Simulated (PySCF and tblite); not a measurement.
The numbers below are computed, except where a source is named.
C6H14, numbered as in [CH3:1][CH2:2][CH2:3][CH2:4][CH2:5][CH3:6].

First level. Geometries GFN2-xTB; weights from PBE0-D3(BJ)/pcSseg-1 (IEF-PCM, chloroform) energies and GFN2-xTB thermal corrections, with symmetry numbers and mirror pairs. Conformers within 4 kcal/mol (GFN2-xTB free energy) were kept, 10 at most. GIAO shieldings: PBE0/pcSseg-1 (IEF-PCM, chloroform). Shifts are against TMS (¹H), TMS (¹³C) at the same level. Run with PySCF (density fitting) and tblite.

It gives, at 298.15 K, with 10 conformers (largest weight 32 %): ¹H: 1.36 (H2/H5, 4H), 1.30 (H3/H4, 4H), 1.01 (H1/H6, 6H) ppm. ¹³C: 35.8 (C3/C4), 27.1 (C2/C5), 16.5 (C1/C6) ppm.

Second level: GFN2-xTB geometries, energies TPSS-D3(BJ)/6-311G** (IEF-PCM, cyclohexane), shieldings mPW1PW91/pcSseg-1 (IEF-PCM, cyclohexane), SCF tolerance 1e-06, on up to 4 of the same conformers.

Question: How do the averaged shifts change?

Answer: 
```
signal  first  second  change (ppm)
 H1/H6   1.01    1.02          0.01
 H2/H5   1.36    1.33         -0.03
 H3/H4   1.30    1.28         -0.02
 C1/C6   16.5    16.8           0.3
 C2/C5   27.1    27.1           0.0
 C3/C4   35.8    36.0           0.3
```

The largest weight becomes 39 %.

Shifts are unscaled: against experiment ¹³C can be off by 15 ppm or more and ¹H by 0.8 ppm.
